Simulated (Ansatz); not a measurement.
## Molecular dynamics of CH$_{3}$ClF, charge -1

input.yaml

```yaml
crystal:
  periodic: [false, false, false]
  atoms:
    - { symbol: Cl, position_ang: [-1.6733, -0.6022, 1.1346] }
    - { symbol: C, position_ang: [0.0853, 0.0306, -0.0576] }
    - { symbol: F, position_ang: [1.4758, 0.529, -1.0005] }
    - { symbol: H, position_ang: [-0.137, -0.7842, -0.7143] }
    - { symbol: H, position_ang: [-0.4163, 0.9671, -0.1869] }
    - { symbol: H, position_ang: [0.6656, -0.1404, 0.8247] }
total_charge: -1
magnetization:
  spin_polarized: true
basis:
  gaussian: { orbitals: def2-SVP }
hamiltonian:
  xc: blyp
  dispersion: d4
md:
  timestep: 0.5
  n_steps: 150
  ensemble: nve
  temperature: 600.0
  initial_velocities: maxwell_boltzmann
  seed: 906000
```

Command:

```bash
$ ansatz run input.yaml --threads 1 --pin off --max-ram 2048MiB --backend cpu --events-out ev --progress --plain --runs-dir out
```

It starts from a rough guess of a transition structure, not a stationary point.

Output, in part (step lines, the closing report, with atoms numbered from 0):

```
md step     0: t =     0.00 fs  T =   600.0 K  F+E_penalty+E_count = -16317.25906483 eV  E_kin = 0.310224 eV  conserved = -16316.94884083 eV  (26 SCF iters)
[... lines left out ...]
Total energy: -16317.89487983 eV, -599.6715761673 hartree
Atom 0 at    -2.241385    -0.802683     1.548509 Å, force     0.374691     0.134868    -0.256916 eV/Å
Atom 1 at     0.822515     0.289543    -0.664392 Å, force     0.302676     0.042594     2.073353 eV/Å
Atom 2 at     2.005976     0.720915    -1.321869 Å, force    -0.739521    -0.043443     0.564866 eV/Å
Atom 3 at     0.383222    -0.540807    -1.162426 Å, force    -0.383565    -1.478304    -0.976716 eV/Å
Atom 4 at    -0.015315     1.008716    -0.623419 Å, force     0.239882     0.690371    -0.033879 eV/Å
Atom 5 at     0.946199    -0.077323     0.440114 Å, force     0.205837     0.653913    -1.370708 eV/Å
Dipole moment:     1.229556     0.434871    -0.918845 e Å
```

The steps, from the saved trajectory:

```json
{"time (fs)": "0.0", "T (K)": "600", "potential energy less start (eV)": "0.000", "conserved less start (meV/atom)": "0.00"}
{"time (fs)": "2.5", "T (K)": "273", "potential energy less start (eV)": "0.173", "conserved less start (meV/atom)": "0.67"}
{"time (fs)": "5.0", "T (K)": "438", "potential energy less start (eV)": "0.086", "conserved less start (meV/atom)": "0.41"}
{"time (fs)": "7.5", "T (K)": "482", "potential energy less start (eV)": "0.064", "conserved less start (meV/atom)": "0.52"}
{"time (fs)": "10.0", "T (K)": "959", "potential energy less start (eV)": "-0.185", "conserved less start (meV/atom)": "0.14"}
{"time (fs)": "12.5", "T (K)": "1144", "potential energy less start (eV)": "-0.278", "conserved less start (meV/atom)": "0.62"}
{"time (fs)": "15.0", "T (K)": "1509", "potential energy less start (eV)": "-0.468", "conserved less start (meV/atom)": "0.40"}
{"time (fs)": "17.5", "T (K)": "1773", "potential energy less start (eV)": "-0.605", "conserved less start (meV/atom)": "0.33"}
{"time (fs)": "20.0", "T (K)": "1882", "potential energy less start (eV)": "-0.660", "conserved less start (meV/atom)": "0.43"}
{"time (fs)": "22.5", "T (K)": "1770", "potential energy less start (eV)": "-0.603", "conserved less start (meV/atom)": "0.36"}
{"time (fs)": "25.0", "T (K)": "1471", "potential energy less start (eV)": "-0.448", "conserved less start (meV/atom)": "0.46"}
{"time (fs)": "27.5", "T (K)": "1608", "potential energy less start (eV)": "-0.519", "conserved less start (meV/atom)": "0.47"}
{"time (fs)": "30.0", "T (K)": "1934", "potential energy less start (eV)": "-0.687", "conserved less start (meV/atom)": "0.48"}
{"time (fs)": "32.5", "T (K)": "2281", "potential energy less start (eV)": "-0.868", "conserved less start (meV/atom)": "0.11"}
{"time (fs)": "35.0", "T (K)": "2071", "potential energy less start (eV)": "-0.757", "conserved less start (meV/atom)": "0.59"}
{"time (fs)": "37.5", "T (K)": "2150", "potential energy less start (eV)": "-0.799", "conserved less start (meV/atom)": "0.36"}
{"time (fs)": "40.0", "T (K)": "1891", "potential energy less start (eV)": "-0.665", "conserved less start (meV/atom)": "0.48"}
{"time (fs)": "42.5", "T (K)": "1789", "potential energy less start (eV)": "-0.613", "conserved less start (meV/atom)": "0.27"}
{"time (fs)": "45.0", "T (K)": "1342", "potential energy less start (eV)": "-0.380", "conserved less start (meV/atom)": "0.68"}
{"time (fs)": "47.5", "T (K)": "1356", "potential energy less start (eV)": "-0.389", "conserved less start (meV/atom)": "0.36"}
{"time (fs)": "50.0", "T (K)": "1341", "potential energy less start (eV)": "-0.380", "conserved less start (meV/atom)": "0.48"}
{"time (fs)": "52.5", "T (K)": "1484", "potential energy less start (eV)": "-0.454", "conserved less start (meV/atom)": "0.57"}
{"time (fs)": "55.0", "T (K)": "1745", "potential energy less start (eV)": "-0.590", "conserved less start (meV/atom)": "0.26"}
{"time (fs)": "57.5", "T (K)": "1800", "potential energy less start (eV)": "-0.618", "conserved less start (meV/atom)": "0.41"}
{"time (fs)": "60.0", "T (K)": "1956", "potential energy less start (eV)": "-0.699", "conserved less start (meV/atom)": "0.37"}
{"time (fs)": "62.5", "T (K)": "1741", "potential energy less start (eV)": "-0.587", "conserved less start (meV/atom)": "0.51"}
{"time (fs)": "65.0", "T (K)": "1615", "potential energy less start (eV)": "-0.524", "conserved less start (meV/atom)": "0.15"}
{"time (fs)": "67.5", "T (K)": "949", "potential energy less start (eV)": "-0.176", "conserved less start (meV/atom)": "0.76"}
{"time (fs)": "70.0", "T (K)": "1200", "potential energy less start (eV)": "-0.308", "conserved less start (meV/atom)": "0.41"}
{"time (fs)": "72.5", "T (K)": "1596", "potential energy less start (eV)": "-0.513", "conserved less start (meV/atom)": "0.38"}
{"time (fs)": "75.0", "T (K)": "1834", "potential energy less start (eV)": "-0.636", "conserved less start (meV/atom)": "0.42"}
```

All steps were run. The conserved energy stayed within 0.78 meV per atom of its start (net change 0.42 meV per atom), so the integration is sound. The system heated up, since it started high on the potential surface and ran downhill. A run of 0.075 ps of so small a system gives no equilibrium averages. The orbitals stay closed-shell, which can raise the energy where a bond breaks towards radicals; this wasn't checked here. Limits of this set-up: an anion without diffuse functions, the dipole of an ion depends on the origin.

The step under study would form C2–F3 and break Cl1–C2. These pairs go: C2–F3 1.75 → 1.42 Å, Cl1–C2 2.22 → 3.93 Å. In the last frame they stand as after the step (other bonds may differ from the relaxed reactants and products). These pairs come and go: their bonding changes 4 times, last at 48 of 75 fs, so the outcome isn't settled. It ends as CH3F + Cl (total charge -1). Pairs count as bonded within 1.25 times the sum of covalent radii (0.12 Å more for H–H).

Last frame:

```xyz
6
Properties=species:S:1:pos:R:3
Cl -2.241 -0.803 1.548
C 0.823 0.289 -0.664
F 2.006 0.721 -1.322
H 0.383 -0.541 -1.162
H -0.015 1.009 -0.623
H 0.946 -0.077 0.440
```

Time of the run: 4.8 min on 1 CPU thread of a shared host.
